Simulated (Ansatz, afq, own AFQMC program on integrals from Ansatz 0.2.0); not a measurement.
## HfH, quartet in def2-TZVP along one coordinate

```xyz
2

Hf    0.0000    0.0000    0.0000
H     0.0000    0.0000    1.4880
```

The Hf1–H2 distance is changed with both sides rigid. Energies in kJ/mol count from this geometry (1.488 Å) at the same level; the start stands on UHF, each point on the determinant named.

Basis def2-TZVP with its core potentials. Only valence electrons are correlated. Ansatz 0.2.0 and our own AFQMC program on the same integrals; the CISD trial comes from CCSD amplitudes, and released means the phaseless constraint is let go. Error bars are statistical, one sigma. No spin–orbit coupling. The metal's outer-core s and p shells are frozen, which shifts wave-function levels against functionals.

Cautions, each for one point or more: CCSDTQ on the ROHF determinant differs, by its state or its frozen core; lower spins were not checked; no spin-orbit coupling; outer-core shells of the metal frozen; strong correlation; unrestricted determinant spin contaminated.

```json
{"r(Hf1–H2) / Å": "2.304", "det.": "UHF", "T1": "0.035", "weight": "0.93", "⟨S²⟩": "3.76", "r2SCAN": "-49.8", "PBE0": "-52.0", "CCSD(T)": "-81.9"}
{"r(Hf1–H2) / Å": "2.997", "det.": "UHF", "T1": "0.055", "weight": "0.87", "⟨S²⟩": "3.94", "r2SCAN": "69.2§", "PBE0": "66.4", "CCSD(T)": "23.6"}
{"r(Hf1–H2) / Å": "4.091", "det.": "UHF", "T1": "0.025", "weight": "0.90", "⟨S²⟩": "3.78", "r2SCAN": "130.2§", "PBE0": "111.5", "CCSD(T)": "50.3"}
{"r(Hf1–H2) / Å": "6.457", "det.": "UHF", "T1": "0.019", "weight": "0.91", "⟨S²⟩": "3.76", "r2SCAN": "142.3§", "PBE0": "113.2", "CCSD(T)": "50.9"}
```

(1) Estimate the curve of full CI, counted from the same start.

## Answers

(1) 
| r(Hf1–H2) / Å | det. | T1 | weight | ⟨S²⟩ | FCI | ph-AFQMC/CISD | CCSDT(Q) |
| --- | --- | --- | --- | --- | --- | --- | --- |
| 2.304 | UHF | 0.035 | 0.93 | 3.76 | -82.6 | -82.2 ± 0.1 | -82.6 |
| 2.997 | UHF | 0.055 | 0.87 | 3.94 | 21.3 | 23.8 ± 0.2 | 21.3 |
| 4.091 | UHF | 0.025 | 0.90 | 3.78 | 48.6 | 50.8 ± 0.3 | 48.7 |
| 6.457 | UHF | 0.019 | 0.91 | 3.76 | 49.2 | 51.0 ± 0.1 | 49.3 |

Weight is that of the determinant in the CISD state; at the start T1 is 0.030 and the weight 0.95, and ⟨S²⟩ is 3.76. Symmetry can't show for every point that it stays on the start's state. § marks a functional whose ⟨S²⟩ is too high by over 0.1. Largest departures from full CI: CCSD(T) 2.3 kJ/mol at 2.997 (on UHF), ph-AFQMC/CISD 2.5 kJ/mol at 2.997 (on UHF), CCSDT(Q) 0.0 kJ/mol at 2.997 (on UHF). The functionals aren't scored here. In total energy ph-AFQMC/CISD lies 15.2 ± 0.9 meV above full CI at the start, so its agreement along the curve rests in part on cancellation.

CCSDT and higher add their correlation energy to the determinant of the CCSD(T) run, since their own runs factorise the integrals more tightly (a shift of under 2 meV).
